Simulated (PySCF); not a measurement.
Gas-phase reaction: BH3 + CF + 2 CH3 = B(CH3)3 + F

Energies from PySCF, thermal terms from the rigid-rotor harmonic-oscillator model, ideal gas at 1 bar. † marks an energy on the PBE0/def2-TZVP geometry and frequencies. MP2 freezes the core. Open shells (unrestricted): CF (multiplicity 2), CH3 (multiplicity 2), F (multiplicity 2); the rest are closed-shell singlets. Spin-orbit splitting is ignored; it lowers the true energy and changes the entropy of CF, F. MP2 isn't extrapolated to the basis-set limit.

PBE/def2-TZVP† gives ΔH°(298 K) = -668 kJ.

### Question
What do PBE0/def2-SVP†, MP2/def2-TZVPP†, ωB97M-V/def2-TZVP† give?

### Answer
PBE0/def2-SVP†: -715 kJ; MP2/def2-TZVPP†: -689 kJ; ωB97M-V/def2-TZVP†: -680 kJ. For scale, ΔH°(298 K) is -668 kJ at this level, -680 kJ at ωB97M-V/def2-TZVP†, and runs from -783 to -533 kJ over the 18 levels computed.
